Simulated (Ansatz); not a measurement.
Basis-set extrapolation for `C#CC(=O)S` (PBE0-D4/def2-TZVP geometry, frozen core, the Gaussian-basis code of Ansatz). Multiplicity 1, RHF reference.

```
                      def2-TZVPP   def2-QZVPP
                 HF  -587.170418  -587.189491
    MP2 correlation    -0.855209    -0.918089
CCSD(T) correlation    -0.920545      not run
```

Energies in hartree. Use E(X) = E(∞) + A·exp(−7.88·√X) for Hartree–Fock and E(X) = E(∞) + B·X^(−2.97) for correlation, with X = 3 and 4, and add CCSD(T) minus MP2 of the smaller set to the MP2 limit.

What is the CCSD(T) energy at the basis-set limit?

HF limit: -587.189491 + (-0.019073) × 0.13774 = -587.19212. MP2 limit: -0.918089 + (-0.062880) × 0.74074 = -0.96467. Higher-order term: -0.920545 − (-0.855209) = -0.06534. Total: -588.22213 hartree, 3.57 eV below CCSD(T)/def2-TZVPP.
